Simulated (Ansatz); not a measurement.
in.yaml

```yaml
crystal:
  periodic: [false, false, false]
  atoms:
    - {symbol: Ge, position_ang: [0.000000, 0.000000, 0.254906]}
    - {symbol: N, position_ang: [0.000000, 0.000000, -1.477093]}
    - {symbol: H, position_ang: [0.000000, 1.292510, 1.077857]}
    - {symbol: H, position_ang: [0.000000, -1.292509, 1.077857]}
basis:
  gaussian: {orbitals: cc-pVTZ}
total_charge: 1
magnetization: {spin_polarized: false}
correlation: {method: ccsd_t, electrons: outside_noble_gas}
```

```sh
$ ansatz run in.yaml --threads 1 --pin off --events-out ev --progress --plain --max-ram 4096MiB --backend cpu
```

**Question.** Roughly how long does this take on 1 thread of AMD EPYC 7R13, shared host, and how much host memory?

**Answer.** 9 s wall and 0.26 GiB.

```
612 factors; integrals over basis functions are off by at most 1.3e-3 eV
mean field evaluation 1: about -57958.2585 eV, gradient 7.4e1 eV
mean field evaluation 2: about -57958.3210 eV, gradient 7.4e1 eV
mean field evaluation 4: about -57974.5620 eV, gradient 9.6e0 eV
mean field evaluation 8: about -57975.8042 eV, gradient 7.8e-1 eV
mean field evaluation 16: about -57975.8098 eV, gradient 2.1e-6 eV
mean field evaluation 32: about -57974.5195 eV, gradient 7.3e-5 eV
mean field evaluation 64: about -57974.5085 eV, gradient 1.3e0 eV
mean field evaluation 96: about -57956.2213 eV, gradient 1.7e1 eV
mean field evaluation 128: about -57971.1310 eV, gradient 1.7e-4 eV
mean field evaluation 160: about -57958.0757 eV, gradient 5.6e-1 eV
mean field evaluation 192: about -57956.6224 eV, gradient 4.3e-3 eV
mean field evaluation 224: about -57975.8054 eV, gradient 6.3e-1 eV
mean field -57975.80976439 eV, -2130.5717114259 hartree, gradient 2.0e-6 eV, S^2 0.000000; 7 other end points of the search recorded, 0 dependent functions left out; unrestricted orbitals would lower it
mean field evaluation 256: about -57977.0866 eV, gradient 7.7e-2 eV
determinant -57975.80976439 eV, -2130.5717114259 hartree, with singles and doubles -57983.61569386 eV, -2130.8585740431 hartree
determinant -57974.51946095 eV, -2130.5242936492 hartree, with singles and doubles -57982.08679856 eV, -2130.8023881770 hartree
unrestricted determinant -57977.08940062 eV, -2130.6187371902 hartree, S^2 0.9860
15 core orbitals not correlated: weight in the atoms' cores, before any rotation towards them, 0.998 or more for the frozen orbitals, at most 0.003 for the correlated occupied ones
reference -57975.80976439 eV, -2130.5717114259 hartree; 5, 5 occupied and 81, 81 virtual orbitals, 612 factors
second order -6.56510309 eV of doubles, -0.00000000 eV of singles
cycle   1  -7.64735610 eV  change   -5.3e-1 eV  update   2.9e-2
cycle   2  -7.67137058 eV  change   -2.4e-2 eV  update   9.5e-3
cycle   3  -7.67705648 eV  change   -5.7e-3 eV  update   6.0e-3
cycle   4  -7.68516345 eV  change   -8.1e-3 eV  update   3.8e-3
cycle   5  -7.69158856 eV  change   -6.4e-3 eV  update   2.1e-3
cycle   6  -7.69356790 eV  change   -2.0e-3 eV  update   8.5e-4
cycle   7  -7.69370480 eV  change   -1.4e-4 eV  update   2.9e-4
cycle   8  -7.69391730 eV  change   -2.1e-4 eV  update   1.4e-4
cycle   9  -7.69389329 eV  change    2.4e-5 eV  update   7.3e-5
cycle  10  -7.69385433 eV  change    3.9e-5 eV  update   4.1e-5
cycle  11  -7.69386474 eV  change   -1.0e-5 eV  update   2.6e-5
cycle  12  -7.69386527 eV  change   -5.4e-7 eV  update   1.5e-5
cycle  13  -7.69387715 eV  change   -1.2e-5 eV  update   8.2e-6
cycle  14  -7.69387907 eV  change   -1.9e-6 eV  update   3.1e-6
perturbative correction -0.34182901 eV, -0.0125619844 hartree
Total energy: -57983.84547247 eV, -2130.8670182512 hartree
```
